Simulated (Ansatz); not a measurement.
Results of HSE06 in Ansatz (plane waves, PAW) for hcp Cd.

Settings: plane-wave cutoff 460 eV, 12×12×6 k mesh (along the axes of the cell as run), Fermi–Dirac smearing 0.05 eV, scalar-relativistic PAW data made under PBE.

Computed at the level's own relaxed cell.

Question: What does this level give for the lattice constant a and lattice parameter c?

Answer: 
- lattice constant a: 2.977 Å
- lattice parameter c: 5.885 Å

Measured, for comparison: lattice constant a 2.979 Å, lattice parameter c 5.617 Å (293 K, no zero-point or thermal correction; as tabulated in Wikipedia's data pages). Computed (rounded) less measured: lattice constant a -0.1 %, lattice parameter c +4.8 %.

The computed numbers hold no vibrational or temperature effects.

Ansatz is a first-principles code.
